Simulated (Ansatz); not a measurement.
Two isomers of C4H6FN: A = `C=N/C=C/CF`, B = `CNC#CCF`.

Computed with Ansatz on PBE0-D4/def2-TZVP structures; ΔE is electronic, products minus reactants. CCSD(T)/CBS adds triple-zeta CCSD(T) − MP2 to the extrapolated MP2 energy (def2 sets, frozen cores). Functionals use def2-TZVPP. B3LYP here is the variant with VWN-RPA as its local correlation; programs differ in this. One conformer a species, not always the lowest.

A:

Z-matrix (Å, degrees):
```
C
C 1 1.481
F 1 1.378 2 112.1
H 1 1.097 2 110.6 3 -120.4
H 1 1.097 2 110.6 3 120.4
C 2 1.330 1 124.9 3 -0.1
H 2 1.086 1 116.4 3 179.9
N 6 1.391 2 120.5 1 -180.0
H 6 1.092 2 120.7 1 0.0
C 8 1.266 6 117.5 2 179.8
H 10 1.088 8 119.2 6 -180.0
H 10 1.098 8 123.1 6 0.0
```

B:

```xyz
12

C    -0.690    2.174    0.252
N    -0.994    0.846    0.752
C    -0.312   -0.199    0.295
C     0.286   -1.141   -0.168
C     0.996   -2.270   -0.708
F     2.313   -2.345   -0.260
H    -1.450    2.870    0.608
H    -0.721    2.160   -0.838
H     0.297    2.531    0.567
H    -1.264    0.798    1.722
H     1.031   -2.218   -1.800
H     0.507   -3.207   -0.421
```

**Question.** Which isomer does CCSD(T)/CBS put lower? Give the gap. (Best estimate.)

**Answer.** Computed: A, by 20.2 kcal/mol.

**Question.** Give E(B) − E(A) in kcal/mol with PBE0-D4, CCSD(T)/def2-TZVPP, B2PLYP, B3LYP-D4, CCSD/def2-TZVPP, HF/def2-TZVPP, B3LYP. (An estimate is asked.)

**Answer.** Computed: PBE0-D4 18.5, CCSD(T)/def2-TZVPP 20.9, B2PLYP 18.3, B3LYP-D4 19.4, CCSD/def2-TZVPP 20.2, HF/def2-TZVPP 19.7, B3LYP 18.7. None reverses the order clearly.

Largest T1 diagnostic: 0.012.
